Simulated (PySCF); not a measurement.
MgO⁺: from constants to spectrum

revPBE constants of MgO⁺, ²Π (doublet), unpaired electrons π ↑ (Mg pcseg-2, O pcseg-2; no relativity (PySCF 2.14); masses 23.9850 and 15.9949 u):

* ωe: 672.4 cm⁻¹
* ωexe: 4.46 cm⁻¹
* Be: 0.50855 cm⁻¹
* αe: 0.00477 cm⁻¹
* D (centrifugal): 1.16e-06 cm⁻¹
* De to Mg⁺ + O: 2.30 eV

**Question.** Give the vibrational terms G(v) and spacings up to v = 6.

**Answer.** G(v) = ωe(v+½) − ωexe(v+½)².

```tsv
v	G(v) (cm⁻¹)	G(v) − G(v−1)	Bv (cm⁻¹)
0	335.1		0.5062
1	998.6	663.5	0.5014
2	1653.1	654.6	0.4966
3	2298.8	645.6	0.4919
4	2935.5	636.7	0.4871
5	3563.3	627.8	0.4823
6	4182.2	618.9	0.4775
```

**Question.** How well does the Morse estimate ωe²/(4ωexe) reproduce De, and what is D0?

**Answer.** It gives 3.14 eV, 137 % of the computed De. D0 = De − G(0) = 2.30 − 0.04 = 2.26 eV.

For an ion De counts to the pair picked by the measured ionisation energies or electron affinities, which need not be the lowest pair at this level. The state is the lowest determinant that a PBE0 search found; another state may lie lower at other levels.
